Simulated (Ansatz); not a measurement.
A run on C$_{6}$H$_{8}$ (`C1=CCC=CC1`) with other settings.

```yaml
crystal:
  periodic: [false, false, false]
  atoms:
    - {symbol: C, position_ang: [-0.854419, -0.993448, 0.521381]}
    - {symbol: C, position_ang: [0.448372, -1.111863, 0.742654]}
    - {symbol: C, position_ang: [1.461938, -0.131777, 0.250133]}
    - {symbol: C, position_ang: [0.854779, 0.991480, -0.524536]}
    - {symbol: C, position_ang: [-0.448011, 1.109889, -0.745819]}
    - {symbol: C, position_ang: [-1.462340, 0.134011, -0.246558]}
    - {symbol: H, position_ang: [-1.532791, -1.746906, 0.911491]}
    - {symbol: H, position_ang: [0.818345, -1.960555, 1.310912]}
    - {symbol: H, position_ang: [2.036732, 0.267927, 1.097932]}
    - {symbol: H, position_ang: [2.211260, -0.648191, -0.366722]}
    - {symbol: H, position_ang: [1.533717, 1.741815, -0.919648]}
    - {symbol: H, position_ang: [-0.817428, 1.955505, -1.319002]}
    - {symbol: H, position_ang: [-2.203643, 0.653335, 0.377692]}
    - {symbol: H, position_ang: [-2.046492, -0.261211, -1.089910]}
basis:
  gaussian: {orbitals: def2-SVPD}
magnetization: {spin_polarized: true, initial_magnetization: 2}
hamiltonian: {xc: {name: SVWN5}}
scf: {lower_state_search: full}
output: {forces: true}
```

```sh
$ ansatz run in.yaml --threads 4 --pin off --events-out ev --progress --plain --max-ram 10444MiB
```

It prints (some lines left out):

```
Functional definition: SVWN5
1526 factors; their error is unknown
mean field evaluation 1: about -6269.1157 eV, gradient 5.2e1 eV
mean field evaluation 2: about -6231.9334 eV, gradient 9.8e1 eV
mean field evaluation 4: about -6283.7288 eV, gradient 6.3e0 eV
mean field evaluation 8: about -6283.9131 eV, gradient 2.7e-2 eV
mean field evaluation 16: about -6283.8055 eV, gradient 5.6e-5 eV
mean field -6283.80562173 eV, -230.9255972821 hartree, gradient 2.5e-8 eV, S^2 2.002189; 21 other end points of the search recorded, 0 dependent functions left out
reference -6283.80566561 eV, -230.9255988948 hartree; 23, 21 occupied and 161, 163 virtual orbitals, 1526 factors
Total energy: -6283.80566561 eV, -230.9255988948 hartree
Atom 0 at    -0.854419    -0.993448     0.521381 Å, force    -4.381380     0.943176    -1.074889 eV/Å
Atom 1 at     0.448372    -1.111863     0.742654 Å, force     4.585206     0.128270     0.448263 eV/Å
Atom 2 at     1.461938    -0.131777     0.250133 Å, force    -2.781949     0.345263    -0.563135 eV/Å
Atom 3 at     0.854779     0.991480    -0.524536 Å, force     6.110800    -1.148048     1.417001 eV/Å
Atom 4 at    -0.448011     1.109889    -0.745819 Å, force    -6.338868    -0.016497    -0.697598 eV/Å
Atom 5 at    -1.462340     0.134011    -0.246558 Å, force     2.827846    -0.164608     0.389680 eV/Å
Atom 6 at    -1.532791    -1.746906     0.911491 Å, force    -0.418776    -0.357706     0.178780 eV/Å
Atom 7 at     0.818345    -1.960555     1.310912 Å, force     0.267550    -0.420108     0.295260 eV/Å
Atom 8 at     2.036732     0.267927     1.097932 Å, force     0.421772     0.203684     0.507932 eV/Å
Atom 9 at     2.211260    -0.648191    -0.366722 Å, force     0.521033    -0.315222    -0.323079 eV/Å
Atom 10 at     1.533717     1.741815    -0.919648 Å, force     0.433701     0.337447    -0.158745 eV/Å
Atom 11 at    -0.817428     1.955505    -1.319002 Å, force    -0.291514     0.403374    -0.281876 eV/Å
Atom 12 at    -2.203643     0.653335     0.377692 Å, force    -0.522239     0.289498     0.347555 eV/Å
Atom 13 at    -2.046492    -0.261211    -1.089910 Å, force    -0.433181    -0.228523    -0.485149 eV/Å
Dipole moment:    -0.000517    -0.001672     0.002150 e Å
```

It took 41 s on 4 threads of an Arm Neoverse V1 on a shared host, with 0.61 GiB of host memory at the peak.
